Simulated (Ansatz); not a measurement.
# SiN₂ (triplet): wave-function methods side by side at a displaced geometry (v1), cc-pVDZ

One table from this session's results is given with a row withheld; the runs are named, their logs left out.

The runs use Ansatz 0.2.0, Gaussian basis; cc-pVDZ, core rule «outside noble gas», up to 7 orbitals frozen.

Plan: UHF; CCSD(T) on ROHF; CCSD(T) on UHF; BCCD(T) on ROHF; CISD; CCSDT(Q) on ROHF; CCSDT(Q) on UHF; CASSCF and MRCISD+Q, 10 electrons in 10 orbitals; CASSCF and NEVPT2, 10 electrons in 10 orbitals.

28 further runs of the same task are left out: 9 for a known fault of the program, 6 that didn't finish, 13 set aside as unsound or not needed.

## The geometry

The geometry is a PBE0/def2-TZVP stationary point (not a proven minimum) with its atoms shifted at random (size 0.040 Å).

3 atoms, charge 0, spin multiplicity 3.

Atoms are counted from 1 here; the program's logs count them from 0.

Bond lengths: N1–N2 1.126 Å, N2–Si3 1.700 Å. Angles: N1–N2–Si3 176.7°.

The first run:

Contents of in.yaml:

```yaml
crystal:
  periodic: [false, false, false]
  atoms:
    - {symbol: N, position_ang: [-0.015433, -0.009008, -1.316360]}
    - {symbol: N, position_ang: [-0.016266, -0.025151, -0.190813]}
    - {symbol: Si, position_ang: [0.031698, 0.034159, 1.507173]}
basis:
  gaussian: {orbitals: cc-pVDZ}
magnetization: {spin_polarized: true, initial_magnetization: 2}
hamiltonian: {xc: hf}
output: {orbitals: {seedname: orbitals}}
```

The run is started by

```bash
$ ansatz run in.yaml --threads 1 --pin off --events-out ev --progress --plain --max-ram 2393MiB
```

Steps of the session up to this table: UHF; CCSD(T) on ROHF; CCSD(T) on UHF; BCCD(T) on ROHF; CISD; CCSDT(Q) on ROHF; CCSDT(Q) on UHF; CASSCF and MRCISD+Q, 10 electrons in 10 orbitals; CASSCF and NEVPT2, 10 electrons in 10 orbitals.

One of the session's tables, all rows but one given; the rest of the session is left out.

| method | from RCCSDT(Q) (kcal/mol) |
| --- | --- |
| ROHF | +267.04 |
| UHF | +251.21 |
| RMP2 | +19.28 |
| UMP2 | +35.62 |
| CISD | +40.51 |
| RCCSD | +13.28 |
| UCCSD | +12.49 |
| RCCSD(T) | +2.00 |
| UCCSD(T) | +2.26 |
| BCCD(T) | +2.01 |
| RCCSDT | ? |
| UCCSDT | +1.42 |
| RCCSDT(Q) | 0 |
| UCCSDT(Q) | +0.06 |
| CASSCF valence | +168.26 |
| NEVPT2 valence | +33.79 |
| MRCISD valence | +17.62 |
| MRCISD+Q valence | +4.01 |

**Question.** Estimate the row for RCCSDT.

The run gave: from RCCSDT(Q) (kcal/mol): +1.60. In the column «from RCCSDT(Q) (kcal/mol)» it lies between UCCSDT (+1.42) and RCCSD(T) (+2.00).

Caveats from the session: Restricted and unrestricted rows rest on different reference determinants; where their highest levels disagree by more than a few hundredths of an eV, they describe different states and don't form one ladder.
